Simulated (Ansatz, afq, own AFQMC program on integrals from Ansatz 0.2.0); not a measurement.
AFQMC on a folder of integrals that Ansatz 0.2.0 wrote.

```yaml
crystal:
  periodic: [false, false, false]
  atoms:
    - {symbol: O, position_ang: [-0.886923, -0.231644, 0.000000]}
    - {symbol: H, position_ang: [-1.136232, 0.694932, 0.000000]}
    - {symbol: H, position_ang: [0.170077, -0.231644, 0.000000]}
    - {symbol: Si, position_ang: [1.853077, -0.231644, 0.000000]}
basis:
  gaussian: {orbitals: cc-pVTZ}
magnetization: {spin_polarized: true, initial_magnetization: 2}
correlation: {method: ccsd_t, electrons: outside_noble_gas, hamiltonian_folder: ham}
```

```sh
$ ansatz run in.yaml --threads 1 --pin off --events-out ev --progress --plain --max-ram 16896MiB --backend cuda --devices 0, --max-vram 18GiB
```

afq runs on the folder ham with

```
--method phaseless --trial cisd --walkers 1600 --populations 20 --least-time 60 --time-step 0.005 --steps-per-block 50 --equilibration-blocks 28 --max-blocks 4000 --target-error 0.00021 --factor-cut 1e-05 --start spin_pure --seed 693 --release-times 0.24,0.51,0.99,1.62,2.4 --release-step 0.03 --release-every 3 --taylor-order 6
```

Times are imaginary, in 1/Eh. The walk had a cap of 244 s. With eight or more populations the least sampling time is a fifth of least-time, and the error comes from their spread.

Log:

```
orbitals 86  electrons 7 5  factors 544 of 553
reference energy -364.86282312 Eh
CCSD correlation -0.35690457 Eh in 13 cycles, weight of the determinant in the CISD state 0.8712
energy of the start -365.218521 Eh
 block  time / (1/Eh)  mean weight  energy / Eh
     1     0.250  0.9998  -365.217334
     2     0.500  0.9992  -365.222990
     3     0.750  1.0002  -365.224854
     4     1.000  0.9991  -365.227510
     5     1.250  0.9996  -365.228672
     7     1.750  1.0005  -365.232315
     9     2.250  0.9999  -365.235893
    13     3.250  1.0005  -365.236243
    19     4.750  0.9995  -365.235070
    22     5.500  1.0005  -365.236416
    25     6.250  0.9996  -365.235123
    31     7.750  1.0003  -365.233244
    37     9.250  0.9996  -365.235265
    43    10.750  0.9997  -365.234163
    46    11.500  1.0009  -365.229965
    49    12.250  1.0000  -365.233609
    55    13.750  1.0000  -365.232540
    61    15.250  1.0000  -365.234407
    67    16.750  0.9997  -365.232799
    73    18.250  0.9996  -365.231609
    79    19.750  1.0001  -365.232255
    85    21.250  0.9999  -365.231667
    91    22.750  1.0003  -365.234335
    97    24.250  1.0005  -365.232085
   103    25.750  1.0001  -365.230814
   109    27.250  1.0001  -365.233967
   115    28.750  0.9998  -365.235653
   121    30.250  0.9995  -365.235194
   127    31.750  1.0002  -365.234247
   133    33.250  1.0000  -365.235574
   139    34.750  1.0001  -365.233306
error from the spread of 20 populations
released: time / (1/Eh)  energy / Eh  error  mean overlap
  0.24  -365.233481  0.000172  1.0011
  0.51  -365.233783  0.000150  0.9972
  0.99  -365.233805  0.000169  0.9924
  1.62  -365.234122  0.000263  0.9874
  2.40  -365.234374  0.000478  0.9839
energy -365.233650 +/- 0.000222 Eh
(rows thinned)
```

The run passed its tests (sampling time, drift between the halves within three errors, error under three times the target), which doesn't prove that it has relaxed, ending at its cap on processor time.

Against this walk (error 6.0 meV) on the same determinant: CCSD(T) 23.0 meV higher, CCSDT(Q) 21.3 meV lower. The error is statistical and leaves out the bias of the constraint. The released energies are still falling (meV from the phaseless value at times in 1/Eh: 5 ± 5 at 0.24, -4 ± 4 at 0.51, -4 ± 5 at 0.99, -13 ± 7 at 1.62, -20 ± 13 at 2.40), so they give no level. CCSDT(Q) is the surest value here, so the walk's 21 meV above it is most likely the bias of the constraint with this trial, which can have either sign.

Cautions: constraint bias not in the error; error above the target (6.0 against 5.7 meV); lower spins were not checked.

The walk took 4.1 min on 1 × NVIDIA H100 80GB HBM3 with 2 threads of AMD EPYC 7R13 Processor (Zen 3), on a shared host (the card was shared). The log's last line is the phaseless energy.

CCSDT and higher add their correlation energy to the determinant of the CCSD(T) run, since their own runs factorise the integrals more tightly (a shift of under 2 meV). A walk keeps the symmetry of its determinant, which the program's search chose and which needn't be the lowest solution, so a lower state of the same spin and another symmetry isn't excluded.
